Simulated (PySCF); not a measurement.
**Shieldings and the share of exact exchange**

Molecule: `C[C@@H]1S[C@@H]1CF`, C4H7FS.

Geometry:
```json
{"atom": "C1", "x (Å)": "1.591", "y (Å)": "0.538", "z (Å)": "0.370"}
{"atom": "C2", "x (Å)": "0.838", "y (Å)": "-0.736", "z (Å)": "0.105"}
{"atom": "S3", "x (Å)": "0.338", "y (Å)": "-1.154", "z (Å)": "-1.597"}
{"atom": "C4", "x (Å)": "-0.629", "y (Å)": "-0.767", "z (Å)": "-0.116"}
{"atom": "C5", "x (Å)": "-1.437", "y (Å)": "0.499", "z (Å)": "-0.132"}
{"atom": "F6", "x (Å)": "-1.667", "y (Å)": "0.916", "z (Å)": "1.159"}
{"atom": "H7", "x (Å)": "1.446", "y (Å)": "0.848", "z (Å)": "1.418"}
{"atom": "H8", "x (Å)": "2.667", "y (Å)": "0.393", "z (Å)": "0.198"}
{"atom": "H9", "x (Å)": "1.255", "y (Å)": "1.355", "z (Å)": "-0.283"}
{"atom": "H10", "x (Å)": "1.228", "y (Å)": "-1.606", "z (Å)": "0.647"}
{"atom": "H11", "x (Å)": "-1.162", "y (Å)": "-1.623", "z (Å)": "0.314"}
{"atom": "H12", "x (Å)": "-0.908", "y (Å)": "1.292", "z (Å)": "-0.681"}
{"atom": "H13", "x (Å)": "-2.408", "y (Å)": "0.324", "z (Å)": "-0.625"}
```

GIAO shieldings (ppm, equivalent atoms averaged) in PySCF 2.14.0 with density-fitted response routines on the PBE0-D3(BJ)/def2-SVP geometry, basis pcSseg-1, gas phase, non-relativistic:

| functional | exact exchange (%) | σ(C5) | σ(C2) | σ(C4) | σ(S3) |
| --- | --- | --- | --- | --- | --- |
| BLYP | 0 | 86.1 | 133.5 | 134.3 | 610.3 |
| BP86 | 0 | 91.8 | 138.6 | 139.6 | 632.2 |
| PBE | 0 | 92.2 | 139.0 | 140.0 | 633.2 |
| PBE0 | 25 | 99.9 | 146.1 | 146.6 | 671.6 |
| mPW1PW91 | 25 | 99.1 | 145.1 | 145.7 | 668.4 |
| BHandHLYP | 50 | 101.4 | 147.8 | 147.8 | 686.9 |
| HF | 100 | 115.0 | 160.1 | 159.8 | 760.2 |

Question: Fit each shielding as a line in the percentage of exact exchange.

Answer: σ(C5) = 91.0 + 0.24 x (rms 2.4 ppm); σ(C2) = 137.9 + 0.23 x (rms 2.1 ppm); σ(C4) = 138.7 + 0.21 x (rms 2.2 ppm); σ(S3) = 628.3 + 1.32 x (rms 9.1 ppm). The functionals also differ in their semilocal parts, which the line can't hold; Hartree–Fock has no correlation at all.

Question: What does the line predict for B3LYP (20 %), and what does the run give?

Answer: σ(C5): 95.8 predicted, 92.8 computed; σ(C2): 142.5 predicted, 139.7 computed; σ(C4): 142.9 predicted, 140.2 computed; σ(S3): 654.7 predicted, 642.9 computed ppm.
